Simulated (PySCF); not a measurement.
A side-by-side comparison of computed properties.

First species: C6H4O2.
Geometry (PBE0-D3(BJ)/def2-SVP, Å), atoms numbered from 1 in this order:
```
atom  x, y, z in Å
C1     1.984   -0.173   -0.481
C2     1.566    0.243    0.757
C3     0.150    0.279    0.627
O4    -0.964    0.559    1.323
C5    -1.999    0.343    0.461
C6    -1.582   -0.073   -0.777
C7    -0.166   -0.108   -0.647
O8     0.949   -0.389   -1.343
H9     2.976   -0.357   -0.885
H10    2.200    0.478    1.608
H11   -2.992    0.527    0.865
H12   -2.216   -0.308   -1.628
```

Second species: trans-Ti(NH3)2F4 (singlet state).
SMILES: `[NH3]->[Ti](<-[NH3])([F])([F])([F])[F]`

Levels: CAM-B3LYP/def2-SVPD for dipole moment, HOMO energy, LUMO energy, HOMO–LUMO gap, static isotropic polarisability and electronic spatial extent ⟨r²⟩ about the centre of nuclear charge; TDDFT CAM-B3LYP/def2-SVPD for lowest singlet excitation; TDA CAM-B3LYP/def2-SVPD for lowest triplet excitation (Tamm–Dancoff); ΔSCF CAM-B3LYP/def2-SVPD for vertical ionisation energy; PBE0-D3(BJ)/def2-SVP for rotational constant A and rotational constant C. Geometries: PBE0-D3(BJ)/def2-SVP. All species are isolated and taken at one optimised geometry, non-relativistic unless stated. Electronic properties by PySCF.

```
                                                         property   column X   column Y
                                                    dipole moment     0.00 D     0.29 D
                                                      HOMO energy   -7.36 eV  -10.91 eV
                                                      LUMO energy    0.69 eV   -0.70 eV
                                                    HOMO–LUMO gap    8.05 eV   10.21 eV
                                        lowest singlet excitation    5.39 eV    6.07 eV
                         lowest triplet excitation (Tamm–Dancoff)    3.42 eV    5.83 eV
                                  static isotropic polarisability    71.2 au    60.0 au
                                       vertical ionisation energy    8.15 eV   11.79 eV
electronic spatial extent ⟨r²⟩ about the centre of nuclear charge  724 bohr²  923 bohr²
                                            rotational constant A  5.429 GHz  2.091 GHz
                                            rotational constant C  1.599 GHz  1.653 GHz
```

(1) Which column belongs to which species?

(2) How does each property change from the first species to the second?

Results:

(1) Column X is the first species and column Y the second. The first has 12 atoms and 56 electrons, the second 13 and 78.

(2) dipole moment +0.29 D; HOMO energy -3.55 eV; LUMO energy -1.39 eV; HOMO–LUMO gap +2.16 eV; lowest singlet excitation +0.68 eV; lowest triplet excitation (Tamm–Dancoff) +2.41 eV; static isotropic polarisability -11.2 au; vertical ionisation energy +3.64 eV; electronic spatial extent ⟨r²⟩ about the centre of nuclear charge +199 bohr²; rotational constant A -3.338 GHz; rotational constant C +0.054 GHz.

On the first: The polarisability is 10.55 Å³ as a volume (1 au = 0.148185 Å³), or 1.27 au for each of the 56 electrons. The vertical singlet–triplet gap S1 − T1 is 1.97 eV (TDDFT singlet less Tamm–Dancoff triplet; S1: HOMO→LUMO, weight 0.96; T1: HOMO→LUMO, weight 0.91).

On the second: S1 lies 4.14 eV below the HOMO–LUMO gap. The polarisability is 8.89 Å³ as a volume (1 au = 0.148185 Å³), or 0.77 au for each of the 78 electrons.
